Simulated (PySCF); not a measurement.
Species: oxazole, C₃H₃NO.
Numbering: `[cH:1]1[cH:2][o:3][cH:4][n:5]1` (hydrogens: H6 on C1; H7 on C2; H8 on C4)

Computed with PySCF at wB97X-D/pcSseg-2, non-relativistic, on one gas-phase PBE0-D3(BJ)/def2-TZVP geometry that isn't relaxed in the solvent. The solvent is an IEF-PCM continuum (cavity from Bondi-type radii × 1.2). Specific hydrogen bonds and non-electrostatic terms are outside this model.

Gas phase at wB97X-D/pcSseg-2: HOMO -9.24 eV, LUMO 1.63 eV, dipole 1.61 D.

Task: What does the continuum do to the energy, the frontier levels and the dipole at wB97X-D/pcSseg-2 in chloroform?

Result: 
```csv
solvent,ε,E(solvent) − E(gas) (kcal/mol),polarisation term (kcal/mol),distortion of the solute (kcal/mol),HOMO (eV),LUMO (eV),dipole (D)
chloroform,4.711,-3.65,-4.07,0.42,-9.18,1.67,2.00
```

The polarisation term is half the interaction of the solute with the surface charges that it induces; the rest is the cost of distorting the solute's density. The sum is the electrostatic part of solvation alone.

Task: Which radius a makes the point-dipole formula ΔE = −[(ε − 1)/(2ε + 1)]·μ²/a³ give the value in chloroform, with the gas-phase dipole?

Result: μ = 0.634 au and |ΔE| = 0.00581 Eh give a = 1.54 Å; the farthest nucleus lies 2.32 Å from the centroid of the nuclei, so such a sphere wouldn't even hold the nuclei. The formula assumes a rigid point dipole at the centre of a sphere.

The run took 17 s wall on one thread, AMD EPYC 7R43 (x86_64), on a shared host, and the process peaked at 1.1 GiB of memory. This is the whole shielding run at wB97X-D/pcSseg-2 in chloroform, SCF included.

The pairwise dispersion term of wB97X-D wasn't added to the energies; at a given geometry it leaves orbitals and properties as they are.
